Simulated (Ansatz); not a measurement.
C$_{2}$H$_{3}$FS$_{2}$ (`FC1SCS1`) from Hartree–Fock to CCSD(T)

| atom | x (Å) | y (Å) | z (Å) |
| --- | --- | --- | --- |
| F1 | 0.454 | 1.132 | 1.861 |
| C2 | -0.413 | 0.629 | 0.930 |
| S3 | -0.001 | 1.096 | -0.766 |
| C4 | 0.376 | -0.664 | -0.991 |
| S5 | -0.222 | -1.145 | 0.652 |
| H6 | -1.414 | 0.926 | 1.242 |
| H7 | -0.216 | -1.110 | -1.788 |
| H8 | 1.436 | -0.863 | -1.140 |

The species carries charge 0 and has multiplicity 1. The geometry is a stationary point of PBE0-D4/def2-TZVP. Frozen core, restricted reference, Ansatz 0.2.0. CBS rows extrapolate triple and quadruple zeta; past MP2 they add the triple-zeta difference.

```
     basis     HF (Eh)  MP2 corr.  CCSD corr.       (T)  CCSD(T) total
  def2-SVP  -971.54190   -0.71119    -0.75488  -0.02349     -972.32027
def2-TZVPP  -972.04302   -0.92318    -0.96161  -0.04370     -973.04833
def2-QZVPP  -972.07331   -1.00063           –         –              –
 CBS(def2)  -972.07748   -1.05800    -1.09643     as TZ     -973.21761
```
